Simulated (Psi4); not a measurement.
**SiH4 (SMILES [H][Si]([H])([H])[H]): CCSD(T)/cc-pwCVDZ (density fitting, dipole perturbation λ (added as +λ·μ, a field of −λ) (-0, -0.002, -0) a.u.)**

Aim: the energy in a field of SiH4. 

The results are computed with Psi4 1.11.

4 further runs of the same task are left out: 4 set aside as unsound or not needed.

### Step 1. The molecule

The species is SiH4 (5 atoms), meant as a singlet with charge 0. As SMILES, `[H][Si]([H])([H])[H]`. The coordinates come from a GFN2-xTB relaxation.

Bond lengths: Si1–H2 1.461 Å, Si1–H3 1.461 Å, Si1–H4 1.461 Å, Si1–H5 1.461 Å. Angles: H2–Si1–H3 109.5°, H2–Si1–H4 109.5°, H2–Si1–H5 109.5°, H3–Si1–H4 109.5°, H3–Si1–H5 109.5°, H4–Si1–H5 109.5°.

### Step 2. The energy in a field at CCSD(T)/cc-pwCVDZ (density fitting, dipole perturbation λ (added as +λ·μ, a field of −λ) (-0, -0.002, -0) a.u.)

The input, calc.dat:

```
memory 1600 MB

molecule {
  0 1
  Si
  H 1 1.460962
  H 1 1.460884 2 109.48843
  H 1 1.460984 3 109.46807 2 120.00879
  H 1 1.460734 3 109.46208 4 119.97952
  symmetry c1
  no_reorient
  no_com
}

set basis cc-pwCVDZ
set reference rhf
set perturb_h true
set perturb_with dipole
set perturb_dipole [-0.0, -0.002, -0.0]

energy_value, wavefunction = energy('ccsd(t)', return_wfn=True)
print_variables()
```

The run is started by

```bash
$ psi4 -i calc.dat -o calc.out -n 1
```

**Question.** What will come out? Wanted: total energy; HOMO–LUMO gap; correlation energy; (T) correction; T1 diagnostic.

Computed results:

Level: CCSD(T)/cc-pwCVDZ (density fitting, dipole perturbation λ (added as +λ·μ, a field of −λ) (-0, -0.002, -0) a.u.).

| quantity | value |
| --- | --- |
| total energy | -291.53963 Eh |
| HOMO–LUMO gap (Hartree–Fock orbitals) | 17.83 eV |
| correlation energy | -292.0 mEh |
| (T) correction | -3.93 mEh |
| T1 diagnostic | 0.007 |

**Reading.** The triples make up 1.3 % of the correlation energy.
